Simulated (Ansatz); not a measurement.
One crystal and one scan (energy against volume) at two levels, PBE (plane waves to 420 eV, PAW, scalar-relativistic; Ansatz, a quantum-chemistry and plane-wave program) and r2SCAN (plane waves to 500 eV, PAW, scalar-relativistic; Ansatz), each from its own relaxed cell and on its own mesh.

The crystal is Al (fcc, Cu type); the cell is scaled evenly about its relaxed volume V₀.

The energy includes the smearing's −TS. Al was relaxed with its symmetry unable to fall. The PAW data are Ansatz's earlier set. Both scans cover V/V₀ from 0.840 to 1.160.

```json
[
 {"quantity": "Lattice constant a (Å)", "run 1": "3.991", "run 2": "4.040"},
 {"quantity": "Pressure at the smallest volume (GPa)", "run 1": "23.7", "run 2": "20.1"},
 {"quantity": "Energy cost of the largest compression (meV/atom)", "run 1": "162", "run 2": "140"},
 {"quantity": "Energy cost of the largest expansion (meV/atom)", "run 1": "89", "run 2": "76"},
 {"quantity": "Bulk modulus B₀ (third-order Birch-Murnaghan fit) (GPa)", "run 1": "92.1", "run 2": "76.4"},
 {"quantity": "Pressure derivative B₀′ (fit)", "run 1": "4.5", "run 2": "4.7"},
 {"quantity": "Pressure for 5 % compression (fit) (GPa)", "run 1": "5.3", "run 2": "4.4"}
]
```

Problem. Which run is which level?

Solution. Run 2 is PBE, run 1 is r2SCAN. PBE gives the higher value for: lattice constant a. PBE gives the lower value for: pressure at the smallest volume; energy cost of the largest compression; energy cost of the largest expansion; bulk modulus B₀; pressure for 5 % compression. For the lattice constant a the reference is 4.018 Å (measured, corrected to the static lattice; as given in Daniel Mejia-Rodriguez, S. B. Trickey, Physical Review B (2018), arXiv:1807.09216): within its tolerance of 0.3 % it doesn't tell which level is nearer. For the bulk modulus B₀ the reference is 80.8 GPa (measured, corrected to the static lattice; as given in H. Levämäki, M. P. J. Punkkinen, K. Kokko et al., Physical Review B (2014), arXiv:1402.3671): PBE lies nearer.  Neither level is exact: the differences show how much the result hangs on the functional.

(Under strain, the slope of the energy per volume gives the stress and its curvature an elastic modulus.)
